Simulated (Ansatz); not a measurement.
C5H8O can be A, `O=C1CCCC1`, or B, `C=C(C)C(C)=O`.

Computed with Ansatz on PBE0-D4/def2-TZVP structures; ΔE is electronic, products minus reactants. CCSD(T)/CBS adds triple-zeta CCSD(T) − MP2 to the extrapolated MP2 energy (def2 sets, frozen cores). DFT in def2-TZVPP. B3LYP here is the variant with VWN-RPA as its local correlation; programs differ in this. One conformer a species, not always the lowest.

Q: Which isomer does CCSD(T)/CBS put lower? Give the gap. (Estimate.)

A: Ansatz gave: A, by 12.3 kcal/mol.

Q: Give E(B) − E(A) in kcal/mol with PBE-D4, CCSD/def2-TZVPP, B2PLYP, B3LYP, PBE0-D4, B3LYP-D4, ωB97M-V. (An estimate is asked.)

A: The calculation gave: PBE-D4 12.8, CCSD/def2-TZVPP 13.3, B2PLYP 10.7, B3LYP 9.2, PBE0-D4 15.8, B3LYP-D4 9.5, ωB97M-V 13.8. None reverses the order clearly.

Largest T1 diagnostic: 0.013.

From PBE to PBE0 (25 % exact exchange), in def2-TZVPP and without D4, E(B) − E(A) moves by +3.1 kcal/mol. In def2-TZVPP, CCSD(T) changes the Hartree–Fock value by +1.4 kcal/mol (the triples alone add −0.9 kcal/mol) and MP2 by +3.0 kcal/mol.
